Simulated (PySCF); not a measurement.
A structure optimised at PBE-D3(BJ)/def2-TZVPD, used in a PySCF frequency run:

```xyz
2

Li     0.0000     0.0000    -0.4009
H      0.0000     0.0000     1.2027
```

Task: Write its SMILES, formula and point group.

Result: [LiH], HLi, C∞v

Task: What are its rotational constants (standard atomic weights)?

Result: 223.27 GHz (linear rotor, B only)
